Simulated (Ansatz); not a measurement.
Frontier orbitals of `N/C(O)=C\F`.

Cartesian coordinates in Å:
```
N -0.626 1.046 -0.223
C -0.092 -0.231 -0.099
O -0.830 -1.216 -0.670
C 1.060 -0.529 0.494
F 1.721 0.424 1.190
H -0.026 1.754 0.176
H -1.562 1.116 0.156
H -1.184 -0.868 -1.497
H 1.539 -1.496 0.472
```

Charge 0, multiplicity 1. The geometry is a stationary point of PBE0-D4/def2-TZVP. It is one conformer, not always the lowest. Basis def2-TZVPP, Ansatz.

Orbital energies of one run (eV). Highest occupied ones, from the top: -8.80, -11.73, -13.16, -13.66, -14.89, -15.77, -16.50, -16.92, -18.28, -18.86, -20.01, -24.07, -28.66, -32.94. Empty: 2.98, 3.40, 3.97, 4.86, 5.13, 5.79.

Question: Which functional gave them?
A. PBE0
B. LC-ωPBE
C. LDA (SPW92)
D. revPBE

Answer: B. HOMO energies: LC-ωPBE -8.80, revPBE -4.77, LDA (SPW92) -5.03, PBE0 -6.11 eV.

LC-ωPBE has ω = 0.4 bohr⁻¹.
